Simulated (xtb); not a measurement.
xtb input:

```bash
xtb mol.xyz --gfn 1 --opt tight --chrg 0 --uhf 0
```
mol.xyz:
```
10

C      1.21013508    -0.36745904    -0.00201603
C      0.00594134     0.57336340    -0.00022751
N     -1.30565618    -0.07401790     0.00235316
H      2.15083117     0.18965263    -0.00390203
H      1.20276946    -1.01094548     0.88157958
H      1.19962331    -1.01161389    -0.88509263
H      0.05020044     1.22835584    -0.87435923
H      0.05331264     1.22901704     0.87324517
H     -1.40535207    -0.67057564     0.81648160
H     -1.40825028    -0.67119137    -0.81096339
```

Which total energy does the run end on?

-11.21176 Eh (GFN1-xTB).
